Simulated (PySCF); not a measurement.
Molecular orbitals of SN

PBE0 at R = 1.505 Å; basis S def2-SVPD, N def2-SVPD; no relativity; PySCF 2.14. State: ²Π (doublet), unpaired electrons π ↑. Only the outer orbitals are listed, counted within each symmetry.

```csv
spin,orbital,occ.,ε (eV),on S (%),main shells (%)
α,5σ,1,-26.51,44,"47 N s, 35 S s, 8 N p"
α,6σ,1,-17.12,71,"56 S s, 28 N s, 14 S p"
α,2π,1,-11.86,47,"52 N p, 46 S p"
α,2π,1,-11.21,55,"53 S p, 44 N p"
α,7σ,1,-11.18,30,"48 N p, 28 S p, 21 N s"
α,3π,1,-6.49,59,"53 S p, 41 N p"
α,3π,0,-3.80,54,"46 N p, 45 S p, 9 S d"
β,5σ,1,-25.88,49,"41 N s, 39 S s, 9 S p"
β,6σ,1,-16.20,70,"53 S s, 30 N s, 16 S p"
β,2π,1,-10.97,60,"58 S p, 38 N p"
β,7σ,1,-10.64,29,"47 N p, 26 S p, 24 N s"
β,2π,1,-10.12,63,"61 S p, 35 N p"
β,3π,0,-3.40,49,"51 N p, 39 S p, 10 S d"
β,3π,0,-2.39,48,"51 N p, 35 S p, 13 S d"
```

Problem. Which are the highest filled and the lowest empty level, where do they sit, and how wide is the gap?

Solution. Highest filled α 3π at -6.49 eV (in %: 53 S p, 41 N p); lowest empty α 3π at -3.80 eV (in %: 46 N p, 45 S p, 9 S d); the gap at PBE0 is 2.69 eV. Both belong to one degenerate shell, split only by its one-sided filling, so this is no excitation gap.

* bond order (Mayer): 2.48
* ⟨S²⟩: 0.759
* charge on S (Mulliken, basis-dependent): 0.21
* charge on S (Löwdin, basis-dependent): 0.44
* dipole moment (positive dipole means S(−)N(+)): -1.72 D
* polarisability along the bond: 32.5 bohr³
* polarisability across the bond: 20.8 bohr³

The state is the lowest determinant that a PBE0 search found; another state may lie lower at other levels.
